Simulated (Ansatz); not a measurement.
The cluster Li2S. Total charge 0; singlet. Geometry PBE0-D4/def2-TZVP.

```xyz
3

Li    0.214    1.119   -1.560
Li   -0.462   -0.691    1.744
S     0.248   -0.428   -0.184
```

B3LYP takes the VWN-RPA correlation. The structure comes from a short search, and lower isomers may exist.

(1) Estimate the orbital energies around the gap (eV) in Ansatz with PBE-D4/def2-SVP, r2SCAN-D4/def2-TZVPD, r2SCANh-D4/def2-TZVP, B3LYP-D4/6-31G, PBE0-D4/def2-TZVPD.

Results:

(1) 
```csv
orbital,PBE-D4/def2-SVP,r2SCAN-D4/def2-TZVPD,r2SCANh-D4/def2-TZVP,B3LYP-D4/6-31G,PBE0-D4/def2-TZVPD
HOMO−5,-49.80,-51.87,-53.29,-54.27,-54.38
HOMO−4,-49.79,-51.87,-53.29,-54.27,-54.38
HOMO−3,-12.85,-13.75,-14.42,-14.96,-15.20
HOMO−2,-4.25,-4.66,-5.04,-5.55,-5.61
HOMO−1,-3.40,-3.85,-4.17,-4.51,-4.69
HOMO,-3.24,-3.68,-4.01,-4.35,-4.52
LUMO,-1.28,-0.80,-0.67,-1.20,-0.90
LUMO+1,-1.05,-0.49,-0.35,-0.90,-0.64
LUMO+2,1.06,0.59,1.44,0.68,0.45
LUMO+3,1.24,0.65,1.60,0.77,0.51
LUMO+4,1.34,0.78,1.70,0.85,0.67
LUMO+5,1.73,0.84,1.95,0.97,0.73
```
